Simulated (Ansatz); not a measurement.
# CCSD(T) forces

CH3NSi (SMILES C1=[SiH]N1), closed shell, displaced at random from a GFN2-xTB minimum.

| atom | x (Å) | y (Å) | z (Å) |
| --- | --- | --- | --- |
| C1 | -0.6200 | -1.0135 | 0.0604 |
| Si2 | 0.6412 | 0.0971 | -0.7414 |
| N3 | -0.2235 | 0.4991 | 0.7735 |
| H4 | -1.6295 | -0.8732 | -0.4804 |
| H5 | 1.7690 | 0.8972 | -1.2988 |
| H6 | 0.1335 | 0.3379 | 1.7660 |

Program: Ansatz 0.2.0. Basis: def2-TZVPP. Cores are frozen in the correlated methods.

CCSD(T) forces from the calculation:
```tsv
atom	Fx	Fy	Fz (eV/Å)
C1	0.052	1.498	-1.075
Si2	-2.107	-0.158	2.331
N3	0.929	-0.722	-0.147
H4	1.298	-0.279	0.759
H5	0.120	-0.280	0.173
H6	-0.291	-0.058	-2.041
```

Which atom feels the largest CCSD(T) force, and how large is it?

Si2, 3.15 eV/Å, along (-0.67, -0.05, 0.74).

Root-mean-square difference of the force components from those of CCSD(T): PBE0-D4 0.266; wB97M-V 0.274; r2SCAN-D4 0.176; PBE-D4 0.184; B97M-V 0.213; LC-wPBE 0.518 eV/Å.

The T1 diagnostic stays at or below 0.036. The T1 diagnostic is large here, which may signal multireference character or strong orbital relaxation, so CCSD(T) is less sure. The restricted Hartree–Fock reference is unstable towards an unrestricted one here. These are differences at one structure, and CCSD(T) in triple zeta is itself an approximation.

For scale, one of the runs: CCSD(T)/def2-TZVPP forces, 146 basis functions (an equivalent command: `ansatz run in.yaml --threads 4`). Hardware: 4 CPU threads, shared host. Wall time 31 s; peak host memory 1.6 GiB.
